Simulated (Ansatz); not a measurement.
C2H2FNO (`N=C=C(O)F`). Charge 0, multiplicity 1. Geometry: relaxed with PBE0-D4/def2-TZVP. It is one conformer, not always the lowest.

```xyz
7

N     1.535   -0.031    1.169
C     0.501    0.064    0.519
C    -0.517    0.232   -0.286
O    -0.911   -0.666   -1.204
F    -1.326    1.295   -0.145
H     1.435   -0.562    2.037
H    -0.718   -0.333   -2.089
```

Question: What is the dipole moment at ωB97M-V/def2-TZVPP? (Estimate.)

Answer: Ansatz gave: 0.89 D, with components (0.14, -0.76, -0.43) D in this frame, pointing from negative to positive charge.

Question: And with PBE, r2SCAN, B3LYP? (Estimate.)

Answer: Ansatz gave: PBE 0.89 D, r2SCAN 0.91 D, B3LYP 0.90 D.

Question: Give the Mulliken charges with ωB97M-V, B3LYP, r2SCAN in def2-TZVPP. (Estimate.)

Answer: The calculation gave: 
```
atom  ωB97M-V  B3LYP  r2SCAN
  N1    -0.20  -0.19   -0.26
  C2     0.06   0.00    0.04
  C3     0.23   0.26    0.28
  O4    -0.27  -0.28   -0.30
  F5    -0.18  -0.19   -0.19
  H6     0.16   0.18    0.19
  H7     0.21   0.22    0.23
```

B3LYP here is the variant with VWN-RPA as its local correlation; programs differ in this.
